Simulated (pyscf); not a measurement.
Four-centre exchange: HO–Si(OH)(OH)–O–Si(OH)(OH)–OH + HF -> H₂O + HO–Si(OH)(OH)–O–Si(OH)(OH)–F

Gas phase, singlet surface, charge 0. Bonds broken: O1–Si2, F16–H17. Bonds formed: O1–H17, Si2–F16. Structures and frequencies: ωB97X-D3(BJ)/def2-SVP in PySCF.

Transition state (Å):

```xyz
17

O     -0.4084     0.0910     3.0246
Si    -0.9847    -0.1160     1.3429
O     -2.3807     0.6664     0.9571
O     -0.5465    -1.5228     0.5606
O      0.1996     0.8937     0.7042
Si     0.3883     1.1861    -0.9005
O      1.5596     2.2846    -1.2560
O     -1.0802     1.8526    -1.3228
O      0.7270    -0.2248    -1.6806
H     -0.2214     0.9847     3.3389
H     -2.2321     1.2986     0.2333
H     -1.0961    -2.2761     0.8067
H      2.4383     1.9155    -1.3917
H     -1.1914     2.1545    -2.2297
H      0.4128    -0.9903    -1.1715
F     -2.0440    -1.2142     2.5565
H     -1.3249    -0.5718     3.2713
```

One imaginary mode, 751i cm⁻¹; descent along it reached the two sides named, in the forms told below.

```tsv
bond	change	reactant side (Å)	saddle	product side
O1–Si2	breaks	1.672	1.790	3.0
F16–H17	breaks	0.947	1.200	3.0
O1–H17	forms	1.691	1.158	0.967
Si2–F16	forms	3.2	1.950	1.598
```

Electronic energies relative to the separated reactants (kcal/mol):

```
level                   barrier  reaction energy  reverse barrier
----------------------  -------  ---------------  ---------------
ωB97X-D3(BJ)/def2-TZVP     12.9             -7.9             20.8
PBE/def2-TZVP               9.2             -8.7             17.9
r²SCAN/def2-TZVP            9.4             -9.0             18.4
B3LYP-D3(BJ)/def2-TZVP     13.1             -8.5             21.6
PBE0-D3(BJ)/def2-TZVP      11.0             -7.8             18.8
M06-2X/def2-TZVP           12.2             -7.7             20.0
ωB97M-D3(BJ)/def2-TZVP     12.4             -8.3             20.7
HF/def2-TZVP               29.3            -10.2             39.6
```

With ωB97M-D3(BJ)/def2-TZVP energies and thermal terms (ideal gas, 1 atm, RRHO with modes under 100 cm⁻¹ raised to 100, one conformer, R ln 2 for chiral ones without a mode under 150 cm⁻¹), in kcal/mol:

| T (K) | ΔH‡ | ΔG‡ | ΔH | ΔG |
|---|---|---|---|---|
| 298 | 12.1 | 23.3 | -8.1 | -9.6 |
| 600 | 11.5 | 34.9 | -8.5 | -10.9 |
| 900 | 11.5 | 46.7 | -8.9 | -12.1 |
| 1200 | 11.8 | 58.4 | -9.3 | -13.1 |

On the reactant side the descent ends in a bound adduct, 10.3 kcal/mol under the separated species and 23.2 kcal/mol under the saddle at ωB97X-D3(BJ)/def2-TZVP. One saddle was located; it need not be the lowest between these sides.
